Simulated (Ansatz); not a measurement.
## H3Ge–AlH2, singlet in cc-pVDZ: errors against RCCSDT(Q)

Geometry: a PBE0/def2-TZVP stationary point for this spin, not checked as a minimum.

```xyz
7

Ge    0.0000    0.0009    0.6854
Al    0.0000    0.0010   -1.7933
H     0.0000    1.4090    1.3103
H     1.2327   -0.7388    1.2465
H    -1.2327   -0.7388    1.2465
H     0.0000    1.3582   -2.6174
H     0.0000   -1.3819   -2.5741
```

Basis cc-pVDZ; Ansatz 0.2.0. Correlated methods freeze the noble-gas cores and the filled d shells of p-block atoms, which leaves 12 electrons in 51 orbitals. R marks a restricted (for open shells ROHF) determinant. Active spaces: frontier = (8e, 8o) about the gap; pair = (2e, 2o) about the gap. No spin–orbit coupling is included, and no scalar relativity.

Full CI isn't at hand for all of this; RCCSDT(Q) serves as the reference, and is uncertain by about the last step of the cluster series.

- UHF ⟨S²⟩: 0.000
- T1 diagnostic (RCCSD): 0.0117
- largest doubles amplitude (RCCSD): 0.038

```tsv
level	E − E(RCCSDT(Q)) (mEh)	share of correlation (%)	wall time
RHF	219.73	0.00	–
RMP2	50.24	77.14	–
CISD	23.88	89.13	1.1 s
RCCSD	5.54	97.48	–
RCCSD(T)	1.16	99.47	0.72 s
BCCD(T)	1.13	99.49	0.81 s
RCCSDT	0.17	99.92	–
CASSCF (pair space)	205.52	6.47	–
NEVPT2 (pair space)	50.34	77.09	3.8 s
CASSCF (frontier space)	162.67	25.97	–
NEVPT2 (frontier space)	49.65	77.40	5 s
```

The correlation energy at RCCSDT(Q), counted from RHF, is -5.979 eV. That run took 8 s on 1 thread of AMD EPYC 9R45, shared host.

Times hold each run's SCF and search for its determinant on a shared host, so for small cases they say little of a method's own cost; they ran on 1 thread of AMD EPYC 9R45.
